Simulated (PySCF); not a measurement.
## AlN⁺ at PBE

Computed with PBE; basis Al def2-TZVPPD, N def2-TZVPPD; no relativity; PySCF 2.14.

| Item | Value |
| --- | --- |
| state | ⁴Σ⁻ (quartet), unpaired electrons σ ↑, π ↑↑ |
| bond length | 3.810 bohr |
| harmonic wavenumber | 422 cm⁻¹ |
| force constant | 0.966 mdyn/Å |
| rotational constant Be | 0.4500 cm⁻¹ |
| anharmonicity ωexe | 10.6 cm⁻¹ |
| vibration–rotation constant αe | 0.0105 cm⁻¹ |
| well depth De to Al⁺ + N | 0.64 eV |
| dissociation energy D0 | 0.62 eV |
| bond order (Mayer) | 1.03 |
| dipole moment (positive dipole points towards N; it is taken about the centre of mass and depends on that origin) | -2.78 D |

For an ion De counts to the pair picked by the measured ionisation energies or electron affinities, which need not be the lowest pair at this level. The state was picked by a PBE0 search and need not be the measured ground state.
